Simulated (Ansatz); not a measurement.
Ansatz (an electronic-structure program) input (CCSD(T)/aug-cc-pVDZ):

Ansatz 0.2 input:
```yaml
crystal:
  periodic: [false, false, false]
  atoms:
    - {symbol: C, position_ang: [-0.08701136, -1.63727742, 0.02176407]}
    - {symbol: C, position_ang: [0.65262971, -0.51621581, 0.00122514]}
    - {symbol: C, position_ang: [0.01484235, 0.73074242, -0.00951478]}
    - {symbol: H, position_ang: [-1.18730815, -1.67235484, 0.03133492]}
    - {symbol: H, position_ang: [0.38144000, -2.62489794, 0.03057446]}
    - {symbol: N, position_ang: [-0.38241372, 1.83339395, -0.02039371]}
basis:
  gaussian:
    orbitals: aug-cc-pVDZ
total_charge: -1
magnetization: {spin_polarized: false}
correlation: {method: ccsd_t, electrons: outside_noble_gas}
output: {forces: true}
```

Output:

```
Functional definition: HF
integrals: 0.18 GiB planned
1116 factors; integrals over basis functions are off by at most 1.0e-3 eV
mean field: 0.31 GiB planned
mean field evaluation 1: about -4601.3392 eV, gradient 2.5e1 eV
mean field evaluation 2: about -4601.3409 eV, gradient 2.5e1 eV
mean field evaluation 4: about -4603.3598 eV, gradient 5.0e0 eV
mean field evaluation 8: about -4603.4475 eV, gradient 1.1e-1 eV
mean field evaluation 16: about -4603.4378 eV, gradient 1.4e0 eV
mean field -4603.44761000 eV, -169.1735793386 hartree, gradient 1.5e-6 eV, S^2 0.000000; 0 other end points of the search recorded, 0 dependent functions left out; unrestricted orbitals would lower it
4 core orbitals not correlated
reference -4603.44761000 eV, -169.1735793386 hartree; 10, 10 occupied and 96, 96 virtual orbitals, 1116 factors
densities: 0.94 GiB planned
second order -15.53958297 eV of doubles, -0.00000000 eV of singles
coupled cluster: 0.54 GiB planned
cycle   1  -15.38112889 eV  change    1.6e-1 eV  update   1.1e-1
cycle   2  -15.89071470 eV  change   -5.1e-1 eV  update   3.7e-2
cycle   3  -16.02624341 eV  change   -1.4e-1 eV  update   2.0e-2
cycle   4  -16.02152731 eV  change    4.7e-3 eV  update   6.0e-3
cycle   5  -16.02253214 eV  change   -1.0e-3 eV  update   3.1e-3
cycle   6  -16.02300497 eV  change   -4.7e-4 eV  update   1.2e-3
cycle   7  -16.02241619 eV  change    5.9e-4 eV  update   7.2e-4
cycle   8  -16.02224983 eV  change    1.7e-4 eV  update   3.0e-4
cycle   9  -16.02232050 eV  change   -7.1e-5 eV  update   1.4e-4
cycle  10  -16.02227665 eV  change    4.4e-5 eV  update   5.7e-5
cycle  11  -16.02226216 eV  change    1.4e-5 eV  update   2.5e-5
cycle  12  -16.02228898 eV  change   -2.7e-5 eV  update   1.3e-5
cycle  13  -16.02229026 eV  change   -1.3e-6 eV  update   4.0e-6
coupled cluster: 0.55 GiB planned
perturbative correction -0.80590705 eV, -0.0296165379 hartree
the calculation of the forces begins
Total energy: -4620.27580731 eV, -169.7920041833 hartree
Atom 0 at    -0.087011    -1.637277     0.021764 Å, force    -0.656460    -0.947544     0.017619 eV/Å
Atom 1 at     0.652630    -0.516216     0.001225 Å, force     1.708011     0.075462    -0.015127 eV/Å
Atom 2 at     0.014842     0.730742    -0.009515 Å, force     0.250506    -1.380658     0.015668 eV/Å
Atom 3 at    -1.187308    -1.672355     0.031335 Å, force    -0.518233     0.015389     0.004098 eV/Å
Atom 4 at     0.381440    -2.624898     0.030574 Å, force     0.193154    -0.383190     0.003324 eV/Å
Atom 5 at    -0.382414     1.833394    -0.020394 Å, force    -0.976977     2.620540    -0.025582 eV/Å
Dipole moment:    -0.334116    -0.397701     0.007881 e Å
```

It need not be the lowest isomer of its formula. Whether it binds its extra electron was not tested at this geometry.
